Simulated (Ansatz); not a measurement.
# AlH4 (doublet): wB97M-V, B2PLYP, RPA-PBE over a scan of the distance Al1–H4 along a hydrogen transfer, cc-pVTZ

An exercise on one series of results from a longer session: the logs are not shown, and one member is left open.

The runs use Ansatz 0.2.0, Gaussian basis; cc-pVTZ, all electrons in the functionals, frozen cores in the correlation of double hybrids and RPA.

Plan: wB97M-V, B2PLYP, RPA-PBE, at 1.586 Å; 1.630 Å; 1.717 Å; 1.805 Å; 1.893 Å.

9 further runs of the same task are left out: 9 for a known fault of the program.

### The geometry

The geometry derives from fragments relaxed apart (PBE0/def2-TZVP) and kept rigid, so it is no stationary point. A hydrogen atom is moved between rigid fragments.

5 atoms, charge 0, spin multiplicity 2.

Atoms are counted from 1 here; the program's logs count them from 0.

Bond lengths: Al1–H2 1.586 Å, Al1–H3 1.586 Å, Al1–H4 1.586 Å. Angles: H2–Al1–H3 120.0°, H2–Al1–H4 120.0°, H3–Al1–H4 120.0°.

As a file:

```xyz
5
AlH4
Al   -0.08574    0.00000    0.00000
H    -0.87866    1.37338    0.00000
H    -0.87866   -1.37338    0.00000
H     1.50011    0.00000    0.00000
H     2.55226    0.00000    0.00000
```

No dispersion term is added; wB97M-V holds VV10 nonlocal correlation.

The geometry shown and the zero of energy belong to the point 1.586 Å. The yardstick, UCCSDT(Q), and other wave-function levels (R restricted, U unrestricted, valence and pair active spaces) come from earlier runs.

Set-up of the first run:

Contents of in.yaml:

```yaml
crystal:
  periodic: [false, false, false]
  atoms:
    - {symbol: Al, position_ang: [-0.085736, 0.000000, 0.000000]}
    - {symbol: H, position_ang: [-0.878659, 1.373384, 0.000000]}
    - {symbol: H, position_ang: [-0.878659, -1.373384, 0.000000]}
    - {symbol: H, position_ang: [1.500112, 0.000000, 0.000000]}
    - {symbol: H, position_ang: [2.552264, 0.000000, 0.000000]}
basis:
  gaussian: {orbitals: cc-pVTZ}
magnetization: {spin_polarized: true, initial_magnetization: 1}
hamiltonian: {xc: {name: wB97M-V}}
output: {forces: true, orbitals: {seedname: orbitals}}
```

Started as:

```
ansatz run in.yaml --threads 2 --pin off --events-out ev --progress --plain --max-ram 16896MiB --backend cuda --devices 0, --max-vram 18GiB
```

Steps of the session up to this table: wB97M-V, 1.586 Å; wB97M-V, 1.630 Å; wB97M-V, 1.717 Å; wB97M-V, 1.805 Å; wB97M-V, 1.893 Å; B2PLYP, 1.586 Å; B2PLYP, 1.630 Å; B2PLYP, 1.717 Å; B2PLYP, 1.805 Å; B2PLYP, 1.893 Å; RPA-PBE, 1.586 Å; RPA-PBE, 1.630 Å; RPA-PBE, 1.717 Å; RPA-PBE, 1.805 Å; RPA-PBE, 1.893 Å.

One table of the session follows, with a row left open; its other results are not shown here.

```
    level  1.630 Å  1.717 Å  1.805 Å  1.893 Å
UCCSDT(Q)   -0.067   -0.199   -0.324   -0.374
  wB97M-V   -0.073   -0.212   -0.338   -0.385
   B2PLYP        ?        ?        ?        ?
  RPA-PBE   -0.079   -0.237   -0.384   -0.451
```

Q: Estimate the row for B2PLYP from the others.

**Answer.** 1.630 Å: -0.069; 1.717 Å: -0.202; 1.805 Å: -0.322; 1.893 Å: -0.365. In the column «1.630 Å» it lies between wB97M-V (-0.073) and UCCSDT(Q) (-0.067).

Caveats from the session: Energies in eV, counted from 1.586 Å; blanks weren't run or aren't comparable.
